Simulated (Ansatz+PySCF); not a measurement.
Results of a calculation; reference values are marked as such.
Input for PySCF 2.14.0:

```python
from pyscf import gto, scf, cc

mol = gto.M(atom="""
O 0.000000 0.000000 0.000000
H 1.627990 0.000000 1.366050
H -0.966710 0.000000 0.811170
""", basis='6-31g', charge=1, spin=1)
mf = scf.UHF(mol)
mf.kernel()
mycc = cc.CCSD(mf, frozen=1).run()
et = mycc.ccsd_t()
print(mf.e_tot, mycc.e_corr, et, mycc.e_tot + et)
```

The script is written out from the run's settings.

Output:

```
Converged                       : yes
Reference energy                : -75.38350 hartree
CCSD correlation energy         : -0.14973 hartree
Triples correction              : -0.00724 hartree
Total energy                    : -75.54047 hartree
Spin squared of the determinant : 0.842
```

The reference isn't the lowest determinant (another lies 1.42 eV lower), but the same method gives a higher total on the lower determinant. Caution: bonds are stretched, where a single reference can fail.
